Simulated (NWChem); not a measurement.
System: carbon tetrachloride (CCl4); SMILES ClC(Cl)(Cl)Cl

Output (shortened):

```
             Northwest Computational Chemistry Package (NWChem) 7.3.0
             --------------------------------------------------------

                             Geometry "geometry" -> ""
                             -------------------------

 Output coordinates in angstroms (scale by  1.889725989 to convert to a.u.)

  No.       Tag          Charge          X              Y              Z
 ---- ---------------- ---------- -------------- -------------- --------------
    1 Cl                  17.0000     1.36143700    -1.12844200    -0.06894100
    2 C                    6.0000    -0.00000400    -0.00007700    -0.00007400
    3 Cl                  17.0000     0.60989600     1.66120100     0.00193100
    4 Cl                  17.0000    -1.04068700    -0.24447100    -1.41022500
    5 Cl                  17.0000    -0.93067300    -0.28829600     1.47723700

 Effective nuclear repulsion energy (a.u.)     439.5365515791

                                 NWChem DFT Module
                                 -----------------

 Summary of "ao basis" -> "ao basis" (spherical)
 ------------------------------------------------------------------------------
       Tag                 Description            Shells   Functions and Types
 ---------------- ------------------------------  ------  ---------------------
 Cl                         def2-svp                 8       18   4s3p1d
 C                          def2-svp                 6       14   3s2p1d

 in cosmo_initialize ...
 calling solv_data for solv:h2o

 solvent parameters
 solvname_short: h2o
 solvname_long:  water
 dielec:       78.4000
 dielecinf:     1.7769
 aqueous SMD model solvent descriptors
 dielec:       78.4000
 sola:          0.8200

          ---------------
          -cosmo- solvent
          ---------------
 Cosmo: York-Karplus, doi: 10.1021/jp992097l
 dielectric constant -eps-     =  78.40
 screen = (eps-1)/(eps    )    =   0.98724
 surface charge correction     = lagrangian

   van der Waals surface
 --------------------------

 ---------- ATOMIC COORDINATES (A.U.) ------------ VDWR(ANG.) --
     1    2.57274288   -2.13244617   -0.13027960     2.380
     2   -0.00000756   -0.00014551   -0.00013984     1.850
     3    1.15253632    3.13921470    0.00364906     2.380
     4   -1.96661327   -0.46198320   -2.66493883     2.380
     5   -1.75871695   -0.54480044    2.79157315     2.380
 number of segments per atom =        128
 number of   points per atom =        128
 atom (   nspa,  nppa )
 ----------------------
    1 (     79,     0 )       0
    2 (      0,     0 )       0
    3 (     79,     0 )       0
    4 (     79,     0 )       0
    5 (     77,     0 )       0
 number of -cosmo- surface points =      314
 molecular surface =    164.841 angstrom**2
 molecular volume  =    173.671 angstrom**3
 -lineq- algorithm             =   0
 -bem- low  level              =   3
 -bem- from -octahedral-
 gaussian surface charge width =   4.50000
 degree of switching           =   1.00000
 switching function tolerance  =   0.00010
 atomic radii =
 --------------
    1 17.000  2.380
    2  6.000  1.850
    3 17.000  2.380
    4 17.000  2.380
    5 17.000  2.380
 ...... end of -cosmo- initialization ......

 nat:                     5
 ixmem:                  1509
 calling mnsol_interface()
 G(SMD-CDS) energy (kcal/mol)  =     1.481
 SMD-CDS SASA (angstrom**2)    =   146.104

            General Information
            -------------------
          SCF calculation type: DFT
          Wavefunction type:  closed shell.
          No. of atoms     :     5
          No. of electrons :    74
           Alpha electrons :    37
            Beta electrons :    37
          Charge           :     0
          Spin multiplicity:     1
          Use of symmetry is: off; symmetry adaption is: off
          Maximum number of iterations: 150
          AO basis - number of functions:    86
                     number of shells:    38
          Convergence on energy requested:  1.00D-06
          Convergence on density requested:  1.00D-05
          Convergence on gradient requested:  5.00D-04

[...]

                                COSMO-SMD solvation results
                                ---------------------------

             internal energy in gas <Psi(g)|H|Psi(g)> =     -1877.620125597422
         internal energy in solvent <Psi(s)|H|Psi(s)> =     -1877.620117496238
                               delta internal energy  =         0.000008101184 (    0.01 kcal/mol)
   total free energy in solvent <Psi(s)|H+V/2|Psi(s)> =     -1877.620663651262
 polarization energy contribution <Psi(s)|V/2|Psi(s)> =        -0.000546155024 (   -0.34 kcal/mol)
    total free energy in solvent including G(SMD-CDS) =     -1877.618304193835
                       G(SMD-CDS) energy contribution =         0.002359457427 (    1.48 kcal/mol)
     1 M fixed-concentration free energy of solvation =         0.001821403588 (    1.14 kcal/mol)

                       DFT Final Molecular Orbital Analysis
                       ------------------------------------

 Vector   35  Occ=2.000000D+00  E=-3.299326D-01
              MO Center= -9.5D-02, -5.5D-01,  2.4D-02, r^2= 4.0D+00
   Bfn.  Coefficient  Atom+Function         Bfn.  Coefficient  Atom+Function
  ----- ------------  ---------------      ----- ------------  ---------------
    13      0.414773  1 Cl pz                10      0.314692  1 Cl pz
    79     -0.299438  5 Cl px                61      0.281900  4 Cl px
    76     -0.227197  5 Cl px                58      0.213902  4 Cl px
    80      0.191281  5 Cl py                 7      0.179817  1 Cl pz
    63     -0.178928  4 Cl pz                62     -0.167853  4 Cl py

 Vector   36  Occ=2.000000D+00  E=-3.299211D-01
              MO Center=  4.8D-01,  1.3D-01, -8.8D-02, r^2= 4.1D+00
   Bfn.  Coefficient  Atom+Function         Bfn.  Coefficient  Atom+Function
  ----- ------------  ---------------      ----- ------------  ---------------
    43      0.393185  3 Cl px                12     -0.321649  1 Cl py
    40      0.298323  3 Cl px                11     -0.267328  1 Cl px
    62      0.258273  4 Cl py                 9     -0.244055  1 Cl py
    80      0.207766  5 Cl py                 8     -0.202845  1 Cl px
    59      0.195957  4 Cl py                37      0.170463  3 Cl px

 Vector   37  Occ=2.000000D+00  E=-3.299176D-01
              MO Center= -3.9D-01,  4.2D-01,  6.4D-02, r^2= 4.0D+00
   Bfn.  Coefficient  Atom+Function         Bfn.  Coefficient  Atom+Function
  ----- ------------  ---------------      ----- ------------  ---------------
    45      0.410541  3 Cl pz                42      0.311487  3 Cl pz
    80     -0.302042  5 Cl py                62      0.278271  4 Cl py
    77     -0.229170  5 Cl py                59      0.211137  4 Cl py
    79     -0.182938  5 Cl px                63     -0.179067  4 Cl pz
    39      0.177985  3 Cl pz                61      0.177397  4 Cl px

 Vector   38  Occ=0.000000D+00  E=-3.135382D-02
              MO Center=  8.6D-05,  3.0D-04,  4.7D-04, r^2= 3.7D+00
   Bfn.  Coefficient  Atom+Function         Bfn.  Coefficient  Atom+Function
  ----- ------------  ---------------      ----- ------------  ---------------
    21      1.244496  2 C  s                 20      0.707869  2 C  s
    44      0.496495  3 Cl py                81      0.441490  5 Cl pz
    63     -0.421179  4 Cl pz                11      0.406665  1 Cl px
     4     -0.398670  1 Cl s                 36     -0.398832  3 Cl s
    54     -0.398543  4 Cl s                 72     -0.398860  5 Cl s

 Vector   39  Occ=0.000000D+00  E= 1.052611D-02
              MO Center= -4.4D-02,  2.0D-01,  2.1D-01, r^2= 3.0D+00
   Bfn.  Coefficient  Atom+Function         Bfn.  Coefficient  Atom+Function
  ----- ------------  ---------------      ----- ------------  ---------------
    25      0.768863  2 C  px                44      0.631363  3 Cl py
    81     -0.595100  5 Cl pz                26      0.581447  2 C  py
    36     -0.515099  3 Cl s                 72      0.511668  5 Cl s
    22      0.448927  2 C  px                27     -0.366180  2 C  pz
    23      0.339511  2 C  py                12     -0.301371  1 Cl py

 Vector   40  Occ=0.000000D+00  E= 1.054952D-02
              MO Center=  2.7D-01, -7.1D-02,  4.1D-02, r^2= 3.0D+00
   Bfn.  Coefficient  Atom+Function         Bfn.  Coefficient  Atom+Function
  ----- ------------  ---------------      ----- ------------  ---------------
    26      0.841920  2 C  py                11     -0.593852  1 Cl px
     4      0.571706  1 Cl s                 23      0.491373  2 C  py
    25     -0.451219  2 C  px                36     -0.403720  3 Cl s
    44      0.396540  3 Cl py                27      0.389507  2 C  pz
    12      0.373192  1 Cl py                43      0.338863  3 Cl px

     Multipole analysis of the density
     ---------------------------------

     L   x y z        total         alpha         beta         nuclear
     -   - - -        -----         -----         ----         -------
     0   0 0 0     -0.000000    -37.000000    -37.000000     74.000000

     1   1 0 0      0.000254      0.000583      0.000583     -0.000913
     1   0 1 0     -0.000147      0.000492      0.000492     -0.001130
     1   0 0 1     -0.000519      0.000128      0.000128     -0.000775

     2   2 0 0    -40.222455   -146.829219   -146.829219    253.435983
     2   1 1 0     -0.000080      0.012580      0.012580     -0.025239
     2   1 0 1      0.000344     -0.002776     -0.002776      0.005896
     2   0 2 0    -40.221049   -146.864493   -146.864493    253.507938
     2   0 1 1     -0.000060      0.003573      0.003573     -0.007206
     2   0 0 2    -40.220597   -146.860307   -146.860307    253.500017
```

Level: PBE0/def2-SVP, SMD on the gas-phase geometry. Structure relaxed at the PBE0/def2-SVP level. Solvent: water.

### Question
Write an input that gives this output.

### Answer
One answer among several that fit: the input that was run:
```
start job
memory heap 200 mb stack 900 mb global 1100 mb
geometry units angstroms noautosym nocenter noautoz
  Cl     1.361437    -1.128442    -0.068941
  C     -0.000004    -0.000077    -0.000074
  Cl     0.609896     1.661201     0.001931
  Cl    -1.040687    -0.244471    -1.410225
  Cl    -0.930673    -0.288296     1.477237
end
basis spherical
  * library def2-svp
end
dft
  xc pbe0
  iterations 150
end
cosmo
  do_cosmo_smd true
  solvent water
end
task dft energy
```
